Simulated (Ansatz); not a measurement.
```yaml
crystal:
  periodic: [false, false, false]
  atoms:
    - {symbol: Si, position_ang: [-0.399247, -0.002208, 0.000324]}
    - {symbol: Li, position_ang: [2.012535, 0.011132, -0.001633]}
    - {symbol: H, position_ang: [-1.373282, 1.106484, -0.001328]}
    - {symbol: H, position_ang: [-1.360954, -1.121608, 0.003547]}
basis:
  gaussian: {orbitals: def2-TZVP}
magnetization: {spin_polarized: true, initial_magnetization: 1}
hamiltonian: {xc: pbe0}
relax: {f_tol: 0.004, max_steps: 80}
```

```sh
$ ansatz run in.yaml --threads 1 --pin off --events-out ev --progress --plain --max-ram 2176MiB
```

Steps of the relaxation (energy above the last step; positions in Å, forces in eV/Å):

```
4
step 1, 29.1 meV
Si   -0.399   -0.002    0.000    0.592    0.003    0.000
Li    2.013    0.011   -0.002   -0.222   -0.001    0.000
H    -1.373    1.106   -0.001   -0.188    0.516   -0.001
H    -1.361   -1.122    0.004   -0.182   -0.518    0.001
```

```
4
step 2, 4.3 meV
Si   -0.407   -0.002    0.000    0.108    0.001    0.000
Li    1.940    0.011   -0.002    0.134    0.001    0.000
H    -1.334    1.174   -0.002   -0.121    0.012    0.000
H    -1.321   -1.189    0.004   -0.121   -0.013    0.000
```

```
4
step 3, 0.0 meV
Si   -0.400   -0.002    0.000    0.021    0.000    0.000
Li    1.967    0.011   -0.002    0.012    0.000    0.000
H    -1.350    1.161   -0.001   -0.016    0.016    0.000
H    -1.338   -1.176    0.004   -0.016   -0.017    0.000
```

```
4
step 4, 0.0 meV
Si   -0.400   -0.002    0.000    0.001    0.000    0.000
Li    1.969    0.011   -0.002    0.000    0.000    0.000
H    -1.352    1.162   -0.001   -0.001    0.001    0.000
H    -1.339   -1.177    0.004   -0.001   -0.001    0.000
```

Close pairs at the end: Si1–H3 1.504 Å, Si1–H4 1.504 Å, Si1–Li2 2.369 Å.

A stationary point of unrestricted PBE0 after 4 steps, with ⟨S²⟩ = 0.757 against 0.75 for a pure state; no frequencies were run, so it isn't proven a minimum. 8.5 s on 1 thread of Intel Xeon Platinum 8259CL, shared host.
